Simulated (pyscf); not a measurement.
Cl–GeH₃ → Cl–GeH: [singlet] + hydrogen (H₂) (1,1-elimination; singlet surface; Ge–H, Ge–H broken, H–H formed). Optimised with ωB97X-D3(BJ)/def2-SVP in PySCF. Rate constants from transition-state theory at the high-pressure limit, ωB97M-D3(BJ)/def2-TZVP energies (ideal gas, 1 atm, RRHO with modes under 100 cm⁻¹ raised to 100, one conformer, R ln 2 for chiral ones without a mode under 150 cm⁻¹; no tunnelling), k in s⁻¹.

```csv
T (K),1000/T,log10 k
298,3.354,-27.97
600,1.667,?
900,1.111,0.31
1200,0.833,3.85
```

**Question.** Fit an Arrhenius line to the three values, give the activation energy, and predict k at 600 K.

**Answer.** Least squares gives log10 k = 14.35 − 12.62 × 1000/T, so Ea = 12.62 × ln 10 × 1.987 = 57.7 kcal/mol, against an electronic barrier of 59.5. At 600 K the line gives -6.68; the computed value is -6.73 (ΔG‡ = 54.4 kcal/mol), close to the line. This is the saddle that the search found; another between the same sides may lie lower. Elements up to Kr have no core potential and no relativistic terms here.
